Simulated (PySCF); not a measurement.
Problem. What does the PBE0-D3(BJ)/def2-SVP structure of `c1n[nH]cp1` look like in three dimensions?

Solution. 
```
atom  x, y, z in Å
C1     1.318   -0.160   -0.149
N2     0.684    0.992   -0.072
N3    -0.616    0.750    0.014
C4    -1.025   -0.532    0.009
P5     0.314   -1.620   -0.116
H6     2.408   -0.133   -0.226
H7    -1.232    1.553    0.080
H8    -2.093   -0.742    0.080
```

Orientation and origin are arbitrary. Atoms count from 1 in this order. N3 (pyrrole-type nitrogen) is planar (angles 124.7°, 118.1° and 117.1°, sum 360.0°, 0.00 Å off the plane of its three neighbours). The C–P distances run from 1.730 Å (C4–P5, aromatic) to 1.773 Å (C1–P5, aromatic), a spread of 0.043 Å. The 5 heavy atoms lie in one plane (0.000 Å rms). The C–N distances run from 1.317 Å (C1–N2, aromatic) to 1.345 Å (N3–C4, aromatic), a spread of 0.028 Å.

Bonds between heavy atoms (Å): C1–N2 1.317, N2–N3 1.325, N3–C4 1.345, C4–P5 1.730, C1–P5 1.773.

Method used: PBE0-D3(BJ)/def2-SVP geometry optimisation, gas phase (PySCF 2.14.0).

Point group: Cs (tolerance 0.08 Å). No frequency check.
